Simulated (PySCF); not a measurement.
# One elementary step

Start structure (BH3ClF, singlet), relaxed at PBE0-D4/def2-TZVP:

B1  (0.096, 0.147, -0.803)
Cl2  (0.998, -1.332, -0.492)
H3  (0.695, 1.171, -0.767)
H4  (-1.025, 0.035, -1.179)
H5  (-0.181, -0.355, 1.740)
F6  (-0.612, 0.406, 1.439)
(Å)

The step: BH₂Cl ([BH2][Cl]) + HF → BH₂F ([BH2][F]) + HCl; bonds formed: B1–F6, Cl2–H5; bonds broken: B1–Cl2, H5–F6. PySCF 2.14 with density fitting (its default auxiliary sets; JK sets also for MP2 and CCSD(T)); basis: def2-TZVPP and def2-QZVPP; cores frozen in the correlated methods. Extrapolation: Hartree–Fock as exp(−7.88 √X), correlation as X^−2.97. Energies below are by CCSD(T) at an estimated basis limit (MP2 extrapolated from triple and quadruple zeta, plus CCSD(T) − MP2 in triple zeta).

(1) What are the electronic barrier and the energy of the step, from the start structure to the end structure? (To be estimated.)

No T1 diagnostic of these runs exceeds 0.012.

## Answers

(1) Computed: Barrier 0.567 eV; step energy -0.429 eV (downhill); reverse barrier, their difference, 0.996 eV. Barrier and step energy count from the start structure, the reverse barrier from the end structure.

The saddle point: One imaginary mode of 878i cm⁻¹.
```tsv
pair	start (Å)	saddle (Å)	end (Å)
B1–F6	2.37	1.53	1.33
Cl2–H5	2.71	1.53	1.28
B1–Cl2	1.76	2.02	2.97
H5–F6	0.93	1.19	2.81
```

Zero-point energy (harmonic, PBE0-D4): ZPE is 0.898 eV at the start and 0.844 eV at the saddle, so the barrier goes from 0.567 to 0.513 eV.

Labels in which every atom is bracketed show which atoms are joined, not bond orders.

For scale, one of the runs: CCSD(T)/def2-TZVPP, 146 basis functions, launched by `OMP_NUM_THREADS=4 python run.py`. The run took 76 s on 4 CPU threads of an Arm Neoverse V2 (shared host), with 0.95 GiB of host memory at its peak.
